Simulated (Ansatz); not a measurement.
Total energies of CH3NO (`CN=O`).

```xyz
6

C     0.107    0.377    0.174
N    -0.695   -0.595   -0.580
O    -0.216   -1.687   -0.626
H     0.319    1.206   -0.506
H    -0.535    0.769    0.967
H     1.020   -0.070    0.571
```

The species carries charge 0 and has multiplicity 1. The geometry is a stationary point of PBE0-D4/def2-TZVP. Basis def2-TZVPP, the Gaussian-basis code of Ansatz.

RPA on PBE orbitals: Hartree–Fock energy of these orbitals -168.86546 Eh, correlation -0.95574 Eh (frozen core).

```tsv
functional	kind	energy without D4 (Eh)	D4 term (kJ/mol)
LDA (SPW92)	LDA	-168.51354	–
PBE	GGA	-169.67773	-5.7
revPBE	GGA	-169.82444	-23.1
B97M-V	meta-GGA with VV10	-169.83223	–
r2SCANh	meta-GGA hybrid, 10 %	-169.76064	-1.4
r2SCAN0	meta-GGA hybrid, 25 %	-169.74328	-1.5
HSE06 (plane-wave form)	screened hybrid	-169.66589	-4.2
BHLYP	global hybrid, 50 %	-169.76551	-5.9
CAM-B3LYP	range-separated hybrid	-169.79631	-4.5
ωB97X-V	range-separated hybrid GGA with VV10	-169.81086	–
```

Problem. Give the same for BLYP, r2SCAN, PBE0, B3LYP, LC-ωPBE, ωB97M-V, B2PLYP, PBE-QIDH. (Estimate.)

Solution. The calculation gave: 
```tsv
functional	kind	energy without D4 (Eh)	D4 term (kJ/mol)
BLYP	GGA	-169.83119	-13.4
r2SCAN	meta-GGA	-169.77278	-1.3
PBE0	global hybrid, 25 % exact exchange	-169.67418	-4.6
B3LYP	global hybrid, 20 %	-169.86994	-9.1
LC-ωPBE	long-range corrected hybrid	-169.76046	–
ωB97M-V	range-separated hybrid meta-GGA with VV10	-169.80560	–
B2PLYP	double hybrid	-169.74016	–
PBE-QIDH	double hybrid	-169.64384	–
```

B3LYP takes the VWN-RPA correlation (the form of Gaussian; ORCA's B3LYP/G). HSE06 is the plane-wave form, built on full-range PBE exchange. The double hybrids freeze the cores in their second-order part.

LC-ωPBE has ω = 0.4 bohr⁻¹.
